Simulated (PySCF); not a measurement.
Species: 4-methyloxazole, C4H5NO.
Numbering: `[CH3:1][c:2]1[cH:3][o:4][cH:5][n:6]1`

Structure used (GFN2-xTB), in Å, numbered top down from 1:
```
atom  x, y, z in Å
C1    -1.673   -0.220   -0.030
C2    -0.199   -0.048   -0.015
C3     0.554    1.084    0.087
O4     1.860    0.728    0.069
C5     1.843   -0.603   -0.043
N6     0.660   -1.115   -0.097
H7    -2.045   -0.361    0.984
H8    -2.155    0.654   -0.459
H9    -1.925   -1.104   -0.609
H10    0.314    2.123    0.170
H11    2.771   -1.136   -0.083
```

NICS = −σ at a ghost point: NICS(0) at the centroid of the ring atoms, NICS(1) 1 Å to either side along the normal of their mean plane, zz for the tensor component along that normal. Level: GIAO PBE0/pcSseg-1 (PySCF, non-relativistic, gas phase) on the GFN2-xTB geometry, one conformer.

Ring bond lengths (Å), with Mayer bond orders in brackets: C2–C3 1.363 (1.61), C3–O4 1.354 (1.03), O4–C5 1.335 (1.13), C5–N6 1.290 (1.70), N6–C2 1.372 (1.27).

Q: What do the NICS probes read (ppm)?

A: 
| ring | type | NICS(0) | NICS(1), two faces | NICS(1)zz, two faces | rms pucker (Å) | centre to ring atoms, mean (Å) |
| --- | --- | --- | --- | --- | --- | --- |
| C2–C3–O4–C5–N6 | 5-membered ring with N and O; formal bonds all aromatic | -11.6 | -10.6 / -10.5 | -28.0 / -27.8 | 0.00 | 1.14 |

Q: What can be read from them?

A: 
- C2–C3–O4–C5–N6: mean NICS(1)zz -27.9 ppm, shielded, aromatic by this magnetic criterion (flat ring, no four-coordinate atom).

Q: How equal are the bonds by HOMA? HOMA = 1 − mean of α(R − Ropt)² over the ring bonds, with Krygowski's 1993 parameters (CC: Ropt 1.388 Å, α 257.7 Å⁻²; CN: Ropt 1.334 Å, α 93.52 Å⁻²; CO: Ropt 1.265 Å, α 157.38 Å⁻²).

A: 
- C2–C3–O4–C5–N6: HOMA 0.50; the largest term is that of C3–O4, α(R − Ropt)² = 1.24.

Q: List the ring angles and the Hirshfeld charges of the ring atoms.

A: 
- C2–C3–O4–C5–N6: C2 107.7° (+0.023 e), C3 108.3° (-0.012 e), O4 104.5° (-0.067 e), C5 114.3° (+0.081 e), N6 105.2° (-0.200 e); sum 540.0° against 540° for a flat convex ring.

Q: How shielded are the nuclei of the rings and their hydrogens (means over atoms taken as equivalent)?

A: 
```
atoms                          environment  σ isotropic (ppm)
   C2          substituted aromatic carbon               42.0
   C3    aromatic CH next to a ring oxygen               46.6
   O4                    furan-type oxygen               10.9
   C5  aromatic CH next to a ring nitrogen               32.1
   N6               pyridine-type nitrogen              -38.4
  H10                    aromatic hydrogen              24.17
  H11                    aromatic hydrogen              24.06
```
